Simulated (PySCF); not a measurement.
Species: HCl.
SMILES with atom numbers: `[ClH:1]` (hydrogens: H2 on Cl1)

Structure used (PBE0-D3(BJ)/def2-SVP), in Å, numbered top down from 1:
```
atom  x, y, z in Å
Cl1    0.6511   -0.0025   -0.0026
H2    -0.6340    0.0046   -0.0111
```

Computed with PBE0-D3(BJ)/def2-SVP geometry optimisation, gas phase in PySCF 2.14.0.

Take the most abundant isotopes and a rigid rotor. 

(1) What are the moment of inertia and the rotational constant?

(2) List the first levels of a rigid rotor in a Σ state.

(3) Where do the first rotational lines fall?

## Answers

(1) I = 1.618 u·Å², B = 505379 MHz·u·Å²/I = 312404 MHz (10.4207 cm⁻¹, or 14.993 K as hB/k). For two atoms I = μr² with μ = 0.9796 u and r = 1.2851 Å.

(2) E(J) = BJ(J+1): J = 1: 20.841, J = 2: 62.524, J = 3: 125.048, J = 4: 208.414, J = 5: 312.621, J = 6: 437.669 cm⁻¹.

(3) The dipole is 1.38 D; J+1 ← J lies at 2B(J+1): 1 ← 0 at 624.81 GHz, 2 ← 1 at 1249.62 GHz, 3 ← 2 at 1874.43 GHz, 4 ← 3 at 2499.23 GHz, 5 ← 4 at 3124.04 GHz, 6 ← 5 at 3748.85 GHz.

No PBE0-D3(BJ)/def2-SVP frequencies stand behind this structure, so it isn't proved a minimum. No vibrational averaging or centrifugal distortion is included, and the geometry carries the error of its method.

Time: 0.78 s wall; peak memory 0.23 GiB. Hardware: one thread of an Arm Neoverse V1, on a shared host. These figures are those of the optimisation.
